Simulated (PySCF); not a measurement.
Process, species as SMILES: OO (H2O2) + H+ → O[OH2+]
B3LYP-D3(BJ)/def2-TZVP geometries, fixed; electronic energies without zero-point terms; positive where energy is released.
Largest species:
```xyz
5

O      0.1360     0.5595    -0.3416
O     -0.1596    -0.6562     0.3979
H      1.0537     0.8157    -0.0797
H     -0.3477    -1.2726    -0.3451
H     -0.5172     1.2304    -0.0259
```
Charge +1, spin multiplicity 1.

How fast the proton affinity converges with the basis for several methods (PySCF): deviation from each method's own reference, in kcal/mol. References: HF 171.35 kcal/mol, the value in def2-QZVPPD; PBE 165.58 kcal/mol, the value in def2-QZVPPD; PBE0 167.51 kcal/mol, the value in def2-QZVPPD. All functions are spherical. Density fitting with generated auxiliary sets. No added dispersion term, no relativity. 

```json
[
 {"basis": "6-311G**", "functions": "54", "HF": "0.70", "PBE": "4.12", "PBE0": "2.63"},
 {"basis": "def2-SVPD", "functions": "70", "HF": "-2.34", "PBE": "-1.93", "PBE0": "-2.05"},
 {"basis": "aug-pcseg-1", "functions": "73", "HF": "-3.67", "PBE": "-3.24", "PBE0": "-3.43"},
 {"basis": "cc-pVTZ", "functions": "102", "HF": "0.73", "PBE": "2.82", "PBE0": "1.91"},
 {"basis": "def2-TZVPP", "functions": "104", "HF": "0.17", "PBE": "1.24", "PBE0": "0.77"},
 {"basis": "jun-cc-pV(T+d)Z", "functions": "120", "HF": "-0.41", "PBE": "-0.24", "PBE0": "-0.28"},
 {"basis": "aug-pcseg-2", "functions": "161", "HF": "-0.21", "PBE": "-0.18", "PBE0": "-0.19"},
 {"basis": "def2-QZVPPD", "functions": "231", "HF": "0.00", "PBE": "0.00", "PBE0": "0.00"}
]
```

Mean absolute deviation over 6-311G**, cc-pVTZ, def2-TZVPP, jun-cc-pV(T+d)Z, aug-pcseg-2: HF 0.44, PBE0 1.16, PBE 1.72 kcal/mol.
